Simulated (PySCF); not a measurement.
# Core-level binding energies of `Sc1ccsc1`

Species: C4H4S2.
Structure used (GFN2-xTB), in Å, numbered top down from 1:
```xyz
10
C4H4S2 angstrom
S      2.3181   -0.2113   -0.5909
C      0.6155    0.1289   -0.2821
C     -0.2279   -0.6783    0.5241
C     -1.4888   -0.1869    0.5931
S     -1.6768    1.2600   -0.3152
C     -0.0290    1.2085   -0.8019
H      2.3522   -1.3235    0.1402
H      0.0999   -1.5738    1.0214
H     -2.3259   -0.5900    1.1269
H      0.3715    1.9710   -1.4381
```

The calculation used delta-SCF UKS SCAN, pcX-2 on the ionised atom, pcseg-1 elsewhere, spin-free X2C (PySCF). Binding energies are ΔSCF values: E(core-ionised, relaxed orbitals) − E(ground state) at a fixed geometry, referred to the vacuum level.

Task: List the computed XPS lines with their assignment.

Result: 
| atom(s) | bonded to | level | binding energy (eV) | above the level's lowest (eV) | count |
| --- | --- | --- | --- | --- | --- |
| C6 | S (aromatic in the SMILES), C (aromatic in the SMILES) and H | C 1s | 290.44 | 0.00 | 1 |
| C3 | 2 C (aromatic in the SMILES) and H | C 1s | 290.46 | +0.02 | 1 |
| C4 | S (aromatic in the SMILES), C (aromatic in the SMILES) and H | C 1s | 290.77 | +0.33 | 1 |
| C2 | S and 2 C (aromatic in the SMILES) | C 1s | 291.11 | +0.67 | 1 |
| S1 | C and H | S 1s | 2477.62 | 0.00 | 1 |
| S5 | 2 C (aromatic in the SMILES) | S 1s | 2477.95 | +0.33 | 1 |

Lowest listed C 1s: C6, bonded to S (aromatic in the SMILES), C (aromatic in the SMILES) and H. Highest, 0.67 eV above it: C2, bonded to S and 2 C (aromatic in the SMILES). The widest gap between neighbouring values is 0.34 eV, between 290.77 and 291.11 eV. Summing the Pauling electronegativity differences to the bonded atoms, each weighted by its formal bond order, gives -0.30 for the lowest site and +0.03 for the highest; no listed site has a larger sum than the highest. The smallest sum, -0.35, belongs to C3, 0.02 eV above the lowest. The values 290.44 and 290.46 eV lie too close for their order to be trusted.

Lowest listed S 1s: S1, bonded to C and H. Highest, 0.33 eV above it: S5, bonded to 2 C (aromatic in the SMILES). Summing the Pauling electronegativity differences to the bonded atoms, each weighted by its formal bond order, gives -0.41 for the lowest site and -0.09 for the highest.

Task: Give the binding energy of C 1s of C3 in hartree and in kJ/mol.

Result: 290.46 eV = 10.6742 Eh = 28025 kJ/mol.

Task: What is the longest wavelength that can ionise C 1s of C3 vertically?

Result: λ = hc/E = 12398.42 eV Å / 290.46 eV = 42.685 Å.

Not every level is listed. The structure is a single GFN2-xTB conformer in the gas phase; no vibrational or solvent corrections.
